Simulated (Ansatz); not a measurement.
## Ansatz (development build ahead of 0.2.0) run

```yaml
crystal:
  periodic: [false, false, false]
  atoms:
    - { symbol: O, position_ang: [0.0, 0.0, -0.42038] }
    - { symbol: O, position_ang: [0.0, 1.06074, 0.21019] }
    - { symbol: O, position_ang: [0.0, -1.06074, 0.21019] }
basis:
  gaussian: { orbitals: def2-TZVP }
hamiltonian:
  xc: hf
correlation:
  method: mp2
  frozen_orbitals: { O: 1 }
```

The input is written out in the form of the current development build from the run's settings.

The run gave:

* Converged: yes
* Reference energy: -224.36374 hartree
* Correlation energy: -0.75912 hartree
* Total energy: -225.12286 hartree
* Spin squared of the determinant: 0.000

Caution: in another basis set an unrestricted determinant lies well below.
